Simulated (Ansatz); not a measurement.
# CH2Si+ (doublet): the correlation ladder, cc-pVTZ

The task here is to estimate one member of a computed series from the others.

The runs use Ansatz 0.2.0, Gaussian basis; cc-pVTZ, core rule «outside noble gas», up to 6 orbitals frozen.

The runs, in order: UHF; CCSD(T) on ROHF; CCSD(T) on UHF; BCCD(T) on ROHF; CCSDT(Q) on ROHF; CCSDT(Q) on UHF; CASSCF and MRCISD+Q, 9 electrons in 10 orbitals; CASSCF and NEVPT2, 9 electrons in 10 orbitals.

4 further runs of the same task are left out: 4 set aside as unsound or not needed.

### What is computed

The geometry is a PBE0/def2-TZVP stationary point (not a proven minimum) of the parent state, kept for this charge and spin.

4 atoms, charge 1, spin multiplicity 2.

Atoms are counted from 1 here; the program's logs count them from 0.

Bond lengths: Si1–C2 1.702 Å, C2–H3 1.090 Å, C2–H4 1.090 Å. Angles: Si1–C2–H3 123.5°, Si1–C2–H4 123.5°, H3–C2–H4 113.0°.

Geometry (Å):

```
Si    0.0000    0.0000    0.5957
C     0.0000    0.0000   -1.1063
H     0.0000   -0.9093   -1.7078
H     0.0000    0.9093   -1.7078
```

The first run:

in.yaml reads:

```yaml
crystal:
  periodic: [false, false, false]
  atoms:
    - {symbol: Si, position_ang: [0.000000, 0.000000, 0.595671]}
    - {symbol: C, position_ang: [0.000000, 0.000000, -1.106259]}
    - {symbol: H, position_ang: [0.000000, -0.909276, -1.707827]}
    - {symbol: H, position_ang: [0.000000, 0.909276, -1.707827]}
basis:
  gaussian: {orbitals: cc-pVTZ}
total_charge: 1
magnetization: {spin_polarized: true, initial_magnetization: 1}
hamiltonian: {xc: hf}
output: {orbitals: {seedname: orbitals}}
```

The run is started by

```sh
> ansatz run in.yaml --threads 1 --pin off --events-out ev --progress --plain --max-ram 4096MiB --backend cpu
```

Steps of the session up to this table: UHF; CCSD(T) on ROHF; CCSD(T) on UHF; BCCD(T) on ROHF; CCSDT(Q) on ROHF; CCSDT(Q) on UHF; CASSCF and MRCISD+Q, 9 electrons in 10 orbitals; CASSCF and NEVPT2, 9 electrons in 10 orbitals.

One of the session's tables, all rows but one given; the rest of the session is left out.

| method | from UCCSDT(Q) (kcal/mol) |
| --- | --- |
| ROHF | +157.39 |
| UHF | +155.34 |
| RMP2 | +25.56 |
| UMP2 | +25.81 |
| RCCSD | +6.13 |
| UCCSD | +6.07 |
| RCCSD(T) | +0.84 |
| UCCSD(T) | +0.84 |
| BCCD(T) | +0.82 |
| RCCSDT | ? |
| UCCSDT | +0.23 |
| RCCSDT(Q) | +0.02 |
| UCCSDT(Q) | 0 |
| CASSCF valence | +97.26 |
| NEVPT2 valence | +22.69 |
| MRCISD valence | +6.52 |
| MRCISD+Q valence | +1.30 |

**Question.** Estimate the row for RCCSDT.

**Answer.** from UCCSDT(Q) (kcal/mol): +0.24. In the column «from UCCSDT(Q) (kcal/mol)» it lies between UCCSDT (+0.23) and BCCD(T) (+0.82).

Caveats from the session: Restricted and unrestricted rows rest on different reference determinants; where their highest levels disagree by more than a few hundredths of an eV, they describe different states and don't form one ladder.
